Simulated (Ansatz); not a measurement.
# CH7B (built from SMILES BC.[H][H]): molecular dynamics

The task is to watch the atoms for 80 steps of 0.5 fs, started with velocities for 100 K and run at constant energy, and see to which side of the barrier the system falls.

Method: SPW92/def2-SVP; program: Ansatz 0.2.0, Gaussian basis.

## 1. The starting structure

The start, a first-order saddle point found at PBE0-D4 in triple zeta: 9 atoms, charge 0, spin multiplicity 1.

Atoms are counted from 1 here; the program's logs count them from 0.

Bond lengths: B1–C2 1.766 Å, B1–H3 1.193 Å, B1–H4 1.192 Å, B1–H5 1.251 Å, B1–H6 1.269 Å, C2–H7 1.091 Å, C2–H8 1.088 Å, C2–H9 1.091 Å. Angles: C2–B1–H3 107.2°, C2–B1–H4 107.2°, C2–B1–H5 53.3°, C2–B1–H6 105.9°, H3–B1–H4 124.2°, H3–B1–H5 117.9°, H3–B1–H6 105.5°, H4–B1–H5 117.8°, H4–B1–H6 105.5°, H5–B1–H6 52.6°, B1–C2–H7 116.9°, B1–C2–H8 96.0°, B1–C2–H9 116.9°, H7–C2–H8 107.8°, H7–C2–H9 109.7°, H8–C2–H9 107.8°.

As a file:

```xyz
9
CH7B
B     0.2149   -0.8168    0.2517
C    -0.3577    0.8238   -0.0655
H    -0.7080   -1.5519    0.0780
H     0.8620   -0.7772    1.2526
H     0.5576   -0.0750   -0.6953
H     1.0398   -1.0829   -0.6750
H    -0.9560    0.9722   -0.9658
H    -1.0258    0.8791    0.7910
H     0.3730    1.6287    0.0283
```

## 2. The run

File md/in.yaml:

```yaml
crystal:
  periodic: [false, false, false]
  atoms:
    - {symbol: B, position_ang: [0.214914, -0.816824, 0.251744]}
    - {symbol: C, position_ang: [-0.357709, 0.823806, -0.065493]}
    - {symbol: H, position_ang: [-0.707966, -1.551860, 0.077951]}
    - {symbol: H, position_ang: [0.862049, -0.777201, 1.252558]}
    - {symbol: H, position_ang: [0.557645, -0.074977, -0.695273]}
    - {symbol: H, position_ang: [1.039831, -1.082922, -0.675029]}
    - {symbol: H, position_ang: [-0.955968, 0.972226, -0.965795]}
    - {symbol: H, position_ang: [-1.025758, 0.879113, 0.791015]}
    - {symbol: H, position_ang: [0.372962, 1.628738, 0.028322]}
basis:
  gaussian: {orbitals: def2-SVP}
hamiltonian: {xc: lda}
md: {n_steps: 80, timestep: 0.5, temperature: 100, ensemble: nve, seed: 16, initial_velocities: maxwell_boltzmann}
```

Launch:

```console
ansatz run in.yaml --threads 2 --pin off --events-out ev --progress --plain --max-ram 4352MiB
```

Before running it: what results should come out? Wanted: temperature at the start; mean temperature, second half; lowest and highest potential energy, from the first frame; largest change of potential + kinetic; bonds lost by distance.

**Answer**, as computed:

```
                                                 quantity              value
                                                   length  80 steps, 40.0 fs
                                 temperature at the start              100 K
                            mean temperature, second half              208 K
lowest and highest potential energy, from the first frame    -235 and 15 meV
                    largest change of potential + kinetic            0.7 meV
                                   bonds lost by distance              B1–H5
```

**Reading.** By the last frame it has moved back towards the start side of the step. With no thermostat the total energy should stay fixed; it holds within 0.7 meV, small beside the kinetic energy, so the time step serves. With 9 atoms the instant temperature spans 84 to 359 K.
